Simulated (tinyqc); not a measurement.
A ladder of methods, and size consistency: correlation methods against full CI in the sto-3g basis, for LiH, spin multiplicity 1. Computed by the program tinyqc with PySCF. All electrons correlated; +Q is the Davidson correction (1 - c0^2) E_corr. The last columns treat two copies 100 angstrom apart as one system. FCI is the lowest singlet.

Geometry (angstrom):
```
atom       x       y       z
Li    0.0000  0.0000  0.0000
H     0.0000  0.0000  1.6710
```

RHF energy of one = -7.858794 hartree

Correlation energies (hartree):
```
method   E_corr of one  share of FCI (%)  E_corr of two at 100 angstrom  two minus twice one (mhartree)
MP2           -0.01351            62.211                       -0.02702                       -2.67e-05
CISD          -0.02170            99.933                       -0.04226                           1.153
CISD+Q        -0.02233           102.798                       -0.04440                           0.252
CCSD          -0.02171            99.947                       -0.04341                       -5.96e-05
CCSD(T)       -0.02172            99.989                       -0.04343                       -5.95e-05
FCI           -0.02172           100.000                              -                               -
```

What does the comparison show, and why?

MP2 recovers 62 %, CISD 99.9 % and CCSD 99.9 % of the FCI value (c0^2 = 0.971 in CISD). MP2 and coupled cluster are size consistent, so their last column vanishes but for a trace of long-range electrostatics; CISD loses 1.15 mhartree, since a double excitation on each copy is a quadruple of the pair, and the Davidson correction leaves +0.25.
